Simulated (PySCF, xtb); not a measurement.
methylamine (CH5N), SMILES CN.

GFN2-xTB run with xtb at its own geometry gives an orbital gap of 11.55 eV and a dipole moment of 1.46 D.

Geometry optimised at B3LYP-D3(BJ)/def2-TZVP.

Task: What does ωB97X/def2-TZVPD in PySCF give? (Estimate from the structure and the level; the computed values follow.)

Result: gap 11.54 eV (levels -9.37 and 2.17 eV), dipole 1.34 D.
